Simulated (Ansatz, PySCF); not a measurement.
This Ansatz (a quantum-chemistry and plane-wave program) input computes a CCSD(T)/cc-pVDZ energy:

Ansatz 0.2 input:
```yaml
crystal:
  periodic: [false, false, false]
  atoms:
    - {symbol: B, position_ang: [-0.09204277, 0.13541101, 0.33572135]}
    - {symbol: F, position_ang: [-1.10489359, -0.74593739, -0.07901131]}
    - {symbol: F, position_ang: [0.02219153, 1.21225224, -0.55982789]}
    - {symbol: F, position_ang: [1.13383693, -0.54154318, 0.45232733]}
basis:
  gaussian:
    orbitals: cc-pVDZ
total_charge: -1
magnetization: {spin_polarized: true, initial_magnetization: 1}
correlation: {method: ccsd_t, electrons: outside_noble_gas}
```

Question: Write an input for the same energy in PySCF and say what it gives.

Answer: 
```python
from pyscf import gto, scf, mp, cc as ccmod

mol = gto.M(
    atom='''
    B    -0.09204277    0.13541101    0.33572135
    F    -1.10489359   -0.74593739   -0.07901131
    F     0.02219153    1.21225224   -0.55982789
    F     1.13383693   -0.54154318    0.45232733
    ''',
    basis='cc-pvdz',
    charge=-1,
    spin=1,
    verbose=4,
)

mf = scf.UHF(mol)
mf.conv_tol = 1e-10
mf.max_cycle = 100
mf.kernel()
mo, _, stable, _ = mf.stability(return_status=True)
if not stable:
    mf.kernel(mf.make_rdm1(mo, mf.mo_occ))
mp2 = mp.MP2(mf, frozen=4).run()
cc = ccmod.CCSD(mf, frozen=4)
cc.max_cycle = 100
cc.kernel()
et = cc.ccsd_t()
print(f'E(CCSD(T)) = {cc.e_tot + et:.9f}')
```
It gives -323.79487 Eh, and Ansatz -323.79486 Eh, a difference of 0.01 mEh.
